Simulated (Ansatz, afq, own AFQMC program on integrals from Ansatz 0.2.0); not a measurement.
# GeH4⁺, doublet: a scan with AFQMC

```xyz
5

Ge    0.0000    0.0000    0.0000
H     0.5613    1.0339    1.0326
H    -0.5699   -1.0297    1.0321
H    -0.5592    1.0308   -1.0368
H     0.5678   -1.0351   -1.0279
```

The Ge1–H3 distance is changed with both sides rigid. Energies in eV count from this geometry (1.565 Å) at the same level; the start stands on UHF, each point on the determinant named.

Basis cc-pVDZ. Only valence electrons are correlated. Integrals, coupled cluster, full CI and functionals: Ansatz 0.2.0; the random walks run on the same integrals in our own AFQMC program. ph-AFQMC/CISD is guided by a CISD state made of CCSD amplitudes; releasing the constraint for a short imaginary time cuts its bias at the price of noise, slowly where states lie close. Uncertainties: one standard error, sampling alone. No spin–orbit coupling.

Cautions, each for one point or more: higher spins were not checked; inner d shell frozen; no relativity below Rb; no spin-orbit coupling; raised T1 diagnostic.

```tsv
r(Ge1–H3) / Å	det.	T1	weight	⟨S²⟩	PBE	B2PLYP	CCSD(T)
1.277	UHF	0.030	0.90	0.80	1.002	0.963	1.010
1.905	UHF	0.050	0.88	0.80	0.368	0.364	0.321
3.431	UHF	0.011	0.93	0.75	1.375	1.191	0.989
5.394	UHF	0.011	0.93	0.75	1.458	1.273	1.031
```

Problem. Estimate the curve of CCSDT(Q), counted from the same start.

Solution. 
```tsv
r(Ge1–H3) / Å	det.	T1	weight	⟨S²⟩	CCSDT(Q)	ph-AFQMC/CISD	released AFQMC
1.277	UHF	0.030	0.90	0.80	1.013	1.024 ± 0.007	–
1.905	UHF	0.050	0.88	0.80	0.312	0.303 ± 0.010	0.293 ± 0.012*
3.431	UHF	0.011	0.93	0.75	1.002	1.002 ± 0.007	–
5.394	UHF	0.011	0.93	0.75	1.044	1.033 ± 0.007	1.031 ± 0.009*
```

Weight is that of the determinant in the CISD state; at the start T1 is 0.024 and the weight 0.90, and ⟨S²⟩ is 0.79. An asterisk marks released energies that aren't shown to be converged. Symmetry can't show for every point that it stays on the start's state. A dash marks a missing value, a released energy that hasn't settled or a functional that sits on another state. Largest departures from CCSDT(Q), at the points where its series has closed: CCSD(T) -0.013 eV at 5.394 (on UHF), ph-AFQMC/CISD 0.012 eV at 1.277 (on UHF) (within the noise). The functionals aren't scored here. In this small basis the wave-function levels are far from their limit, so their gap to the functionals isn't the functionals' error.

A walk keeps the symmetry of its determinant, which the program's search chose and which needn't be the lowest solution, so a lower state of the same spin and another symmetry isn't excluded.
